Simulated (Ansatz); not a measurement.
System: fcc Pb. Method: LDA (Ansatz, a quantum-chemistry and plane-wave program, PAW).

Numerical settings: plane-wave cutoff 520 eV, 20×20×20 k mesh, Fermi–Dirac smearing 0.05 eV, scalar-relativistic PAW data made under PBE.

Results at a series of volumes:

| V (Å³/atom) | E − E_lowest (meV/atom) | P (GPa) |
|---|---|---|
| 27.307 | 19.34 | 3.78 |
| 27.888 | 8.25 | 2.37 |
| 28.469 | 1.98 | 1.11 |
| 29.050 | 0.00 | 0.00 |
| 29.631 | 1.81 | -0.98 |
| 30.212 | 6.98 | -1.85 |
| 30.793 | 15.12 | -2.62 |

Problem. What bulk modulus B0 and pressure derivative B′ does a third-order Birch–Murnaghan fit give?

Solution. V0 = 29.051 Å³/atom, B0 = 52.2 GPa, B′ = 5.1 (fit to the energies at full precision).

Measured, for comparison: bulk modulus 47 GPa (corrected for temperature and zero-point phonon effects; as tabulated in Levämäki et al. (2014), arXiv:1402.3671); equilibrium volume per atom 29.45 Å³/atom (low-temperature or extrapolated to 0 K; zero-point anharmonic expansion removed; as tabulated in Csonka et al. (2009), arXiv:0903.4037). Computed (rounded) less measured: bulk modulus +11 %, equilibrium volume per atom -1.4 %.

Spin–orbit coupling is not included; it can shift volumes and moduli of such heavy elements.

Static lattice: no zero-point or thermal effects.
